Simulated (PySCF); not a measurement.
Gas-phase reaction: 2 HCN + C₄H₁₀ (n-butane) = 2 C₃H₆ (cyclic) + 2 N

Computed with PySCF (xtb for GFN2) and rigid-rotor harmonic-oscillator thermochemistry at 1 bar. 'Table' is the NASA 1993 thermochemical table (part measured, part estimated). † marks an energy on the PBE0/def2-TZVP geometry and frequencies; other levels use their own. 6-31G* has spherical d functions here. Open shells (unrestricted): N (multiplicity 4); the rest are closed-shell singlets. GFN2 has no spin-polarisation term.

Levels: a) HF/6-31G*; b) BLYP/def2-TZVP†; c) PBE0/def2-SVP†; d) GFN2-xTB; e) ωB97M-V/def2-TZVP†.

Problem. Order the levels by the distance of their ΔH°(298 K) from the table for this reaction, closest first.

Solution. e (+2 kJ), c (-62 kJ), b (+79 kJ), a (-496 kJ), d (+568 kJ)

The table gives 908 kJ. The order holds for this reaction alone, and for the 1993 entries, some of which have been revised since.
